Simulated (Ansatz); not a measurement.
[Br···H···F], doublet: reading a ladder of total energies

Geometry: a point of a hydrogen-transfer path between rigid fragments, not a stationary point.

```tsv
atom	x (Å)	y (Å)	z (Å)
Br	0.0000	0.0000	-1.5437
H	0.0000	0.0000	0.0743
F	0.0000	0.0000	1.4693
```

Basis cc-pVDZ; Ansatz 0.2.0. Only valence electrons are correlated (noble-gas cores and the filled d shells of p-block atoms frozen), which leaves 15 electrons in 31 orbitals. R marks a restricted (for open shells ROHF) determinant, U an unrestricted one. No spin–orbit coupling is included, and no scalar relativity.

Full CI isn't at hand for all of this; UCCSDT(Q) serves as the reference, and is uncertain by about the last step of the cluster series.

Runs differ by some tens of microhartree through their thresholds and, for an open shell, their frozen cores, so steps under 0.03 kcal/mol mean nothing.

| level | total energy (hartree) |
| --- | --- |
| UHF | -2672.311372 |
| UMP2 | -2672.591338 |
| UCCSD | -2672.622711 |
| UCCSD(T) | -2672.627555 |
| UCCSDT | -2672.628252 |
| UCCSDT(Q) | -2672.628876 |

Question: What is the correlation energy at UCCSDT(Q), and what share of it do UMP2 and UCCSD(T) recover?

Answer: E(corr) = -2672.628876 − (-2672.311372) = -0.317504 hartree = -8.640 eV. UMP2: -0.279966 / -0.317504 = 88.18 %. UCCSD(T): -0.316183 / -0.317504 = 99.58 %.

Question: By how many kcal/mol does UCCSD(T) miss UCCSDT(Q) (1 hartree = 627.509 kcal/mol), and which steps make up the rest?

Answer: -2672.627555 − (-2672.628876) = 0.001321 hartree = 0.83 kcal/mol. Steps: UCCSDT − UCCSD(T) = -0.44, UCCSDT(Q) − UCCSDT = -0.39 kcal/mol. Differences between like states or geometries often cancel part of this.
